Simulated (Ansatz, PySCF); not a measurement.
System: trifluoroborane, BF3 (charge 0, singlet). SMILES: FB(F)F
Geometry from a B3LYP-D3(BJ)/def2-TZVP (Ansatz, a program for electronic structure) optimisation:
```xyz
4

B      0.0000     0.0000     0.0000
F      0.0168     1.3152     0.0316
F      1.1308    -0.6724    -0.0050
F     -1.1476    -0.6428    -0.0266
```
Charge 0, spin multiplicity 1.

Quantity: atomisation energy, in kcal/mol. Terms: open shells spin-unrestricted; no dispersion term unless named; 6-311+G** with 5d; non-relativistic; six Cartesian d functions in 6-31G* and its kin unless marked 5d; atomisation electronic, to ground-state atoms; spin-orbit terms left out; LANL2DZ all-electron up to Ne; valence correlation only. CBS marks a two-point X^-3 extrapolation of the correlation energy; Hartree-Fock from the larger set. Ab initio and DFT rows: single points at B3LYP-D3(BJ) geometries (Ansatz).

Coupled cluster (Ansatz) is a level with limits of its own, used here on species with T1 under 0.025 (0.045 for open shells) and stable references: CCSD(T)/CBS(cc-pVTZ,cc-pVQZ).

Value to compare with, CCSD(T)/CBS(cc-pVTZ,cc-pVQZ) (Ansatz): 469.5 kcal/mol.

```csv
level,program,atomisation energy (kcal/mol),difference
HF/6-311+G**,Ansatz,347.5,-122.0
PBE/LANL2DZ,Ansatz,425.6,-43.9
BLYP/6-31G*,Ansatz,480.2,10.7
B3LYP/6-31G,Ansatz,423.7,-45.8
B3LYP/6-31+G*,Ansatz,456.9,-12.6
B3LYP/def2-SVP,Ansatz,475.4,5.9
B3LYP/cc-pVDZ,Ansatz,457.3,-12.2
MP2/LANL2DZ,Ansatz,378.7,-90.8
MP2/6-31G*,Ansatz,475.6,6.1
PBE/def2-TZVPD,Ansatz,480.0,10.5
M06-2X/def2-TZVPD,PySCF,474.3,4.8
wB97M-V/def2-TZVPD,Ansatz,468.6,-0.9
```

Among the 9 habitual levels, HF/6-311+G** lies farthest from CCSD(T)/CBS(cc-pVTZ,cc-pVQZ) (Ansatz) (-122.0 kcal/mol); 3 of 9 lie above it, and their mean absolute difference is 38.9 kcal/mol, the median 12.6. One case shows no general order.

The levels are drawn from those run, B3LYP/6-31G* more often than the rest, none by its result; runs whose electronic state is in doubt are left out.
